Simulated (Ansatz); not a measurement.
```xyz
8

O     0.482    0.286    1.774
Si   -0.531   -0.149    0.531
Al    0.659    0.121   -1.605
H     0.130    0.224    2.663
H    -1.006   -1.558    0.713
H    -1.781    0.676    0.561
H    -0.105   -0.252   -2.950
H     2.153    0.651   -1.687
```

Total charge 0; spin multiplicity 1.

Task: List the PBE/def2-TZVPP orbital energies in eV (Ansatz). (An estimate is asked.)

Result: The calculation gave: Occupied: -1779.78, -1506.77, -510.26, -137.46, -107.04, -94.23, -94.18, -94.17, -69.18, -68.91, -68.89, -24.94, -13.81, -11.43, -9.98, -8.97, -8.52, -7.28, -7.08, -6.31. Lowest empty: -2.78, -1.24, -0.08, 0.59, 1.03, 1.13, 1.24, 2.35.
